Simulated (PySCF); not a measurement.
Compound: propiolic acid, C3H2O2.
SMILES with atom numbers: `[CH:1]#[C:2][C:3](=[O:4])[OH:5]` (hydrogens: H6 on C1; H7 on O5)

Computed, not measured: core-valence-separated Tamm–Dancoff BHandHLYP/aug-pcX-1 (pcseg-1 on H) in PySCF, non-relativistic, gas phase, PBE0-D3(BJ)/def2-SVP geometry.

Computed oxygen K-edge spectrum, Gaussian lines of 0.5 eV full width, highest printed point 100; it ends one width below the last computed root. No empirical shift is added; at this level the pattern usually sits a few eV under experiment.

(photon energy (eV), absorption): (528.4, 1), (528.6, 14), (528.8, 58), (529.0, 100), (529.2, 71), (529.4, 21), (529.6, 3), (529.8, 0), (530.0, 0), (530.2, 0), (530.4, 0), (530.6, 0), (530.8, 0), (531.0, 0), (531.2, 0), (531.4, 0), (531.6, 0), (531.8, 0), (532.0, 2), (532.2, 12), (532.4, 33), (532.6, 38), (532.8, 18), (533.0, 8), (533.2, 26), (533.4, 66), (533.6, 70), (533.8, 34), (534.0, 14), (534.2, 8), (534.4, 3), (534.6, 1), (534.8, 2), (535.0, 5), (535.2, 11), (535.4, 22), (535.6, 37)

**Question.** Assign the maxima to core holes.

**Answer.** 3 maxima:
- 529.0 eV: O4 (acid carbonyl oxygen), 529.02 eV, f = 0.043, 1s→π*, 100 % of the height at the exact maximum
- 532.5 eV: O5 (acid hydroxyl oxygen), 532.53 eV, f = 0.017, 100 % of the height at the exact maximum
- 533.5 eV: O5 (acid hydroxyl oxygen), 533.52 eV, f = 0.025, 78 % of the height at the exact maximum; O4 (acid carbonyl oxygen), 533.48 eV, f = 0.007, 22 % of the height at the exact maximum

Further lines of some strength in the range: O4, 534.08 eV, f = 0.004.

Roots within 0.03 eV on the same or equivalent atoms count as one line; shares under 12 % aren't listed.

Vibrational structure and lifetime widths aren't in the curve. The ionisation threshold wasn't computed; near and above it a finite basis only mimics Rydberg series and continuum.

Rough CPU time on one thread of a shared machine: about 10 s.

The values belong to the conformer `[CH:1]#[C:2][C:3](=[O:4])[OH:5]`: H–O5–C3–C2 180°.
